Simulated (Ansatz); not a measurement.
# CH₂N (doublet): wave-function methods side by side at a displaced geometry (v1), cc-pVDZ

The task here is to estimate one member of a computed series from the others.

The runs use Ansatz 0.2.0, Gaussian basis; cc-pVDZ, core rule «outside noble gas», up to 2 orbitals frozen.

To be run: UHF; CCSD(T) on ROHF; CCSD(T) on UHF; BCCD(T) on ROHF; CISD; CCSDT(Q) on ROHF; CCSDT(Q) on UHF; CASSCF and MRCISD+Q, 11 electrons in 10 orbitals; CASSCF and NEVPT2, 11 electrons in 10 orbitals.

16 further runs of the same task are left out: 3 that didn't finish, 13 set aside as unsound or not needed.

## The geometry

The geometry is a PBE0/def2-TZVP stationary point (not a proven minimum) with its atoms shifted at random (size 0.040 Å).

4 atoms, charge 0, spin multiplicity 2.

Atoms are counted from 1 here; the program's logs count them from 0.

Bond lengths: N1–C2 1.297 Å, N1–H3 1.032 Å, N1–H4 1.027 Å. Angles: C2–N1–H3 119.9°, C2–N1–H4 120.5°, H3–N1–H4 119.6°.

The first run:

in.yaml

```yaml
crystal:
  periodic: [false, false, false]
  atoms:
    - {symbol: N, position_ang: [0.000663, 0.006071, 0.518400]}
    - {symbol: C, position_ang: [-0.000170, -0.010072, -0.778382]}
    - {symbol: H, position_ang: [0.047794, 0.906096, 1.020793]}
    - {symbol: H, position_ang: [-0.054983, -0.870434, 1.050595]}
basis:
  gaussian: {orbitals: cc-pVDZ}
magnetization: {spin_polarized: true, initial_magnetization: 1}
hamiltonian: {xc: hf}
output: {orbitals: {seedname: orbitals}}
```

The run is started by

```
ansatz run in.yaml --threads 1 --pin off --events-out ev --progress --plain --max-ram 2393MiB
```

Among the steps run: UHF; CCSD(T) on ROHF; CCSD(T) on UHF; BCCD(T) on ROHF; CISD; CCSDT(Q) on ROHF; CCSDT(Q) on UHF; CASSCF and MRCISD+Q, 11 electrons in 10 orbitals; CASSCF and NEVPT2, 11 electrons in 10 orbitals.

One of the session's tables, all rows but one given; the rest of the session is left out.

| method | from UCCSDT(Q) (kcal/mol) |
| --- | --- |
| ROHF | +187.81 |
| UHF | +184.88 |
| RMP2 | +22.70 |
| UMP2 | +22.84 |
| CISD | +19.26 |
| RCCSD | +6.36 |
| UCCSD | +6.31 |
| RCCSD(T) | +0.89 |
| UCCSD(T) | +0.89 |
| BCCD(T) | +0.88 |
| RCCSDT | +0.43 |
| UCCSDT | +0.42 |
| RCCSDT(Q) | ? |
| UCCSDT(Q) | 0 |
| CASSCF valence | +112.80 |
| NEVPT2 valence | +25.30 |
| MRCISD valence | +7.36 |
| MRCISD+Q valence | +1.25 |

**Question.** Estimate the row for RCCSDT(Q).

**Answer.** from UCCSDT(Q) (kcal/mol): +0.04. In the column «from UCCSDT(Q) (kcal/mol)» it lies between UCCSDT(Q) (0) and UCCSDT (+0.42).

Limits of these values: Restricted and unrestricted rows rest on different reference determinants; where their highest levels disagree by more than a few hundredths of an eV, they describe different states and don't form one ladder.
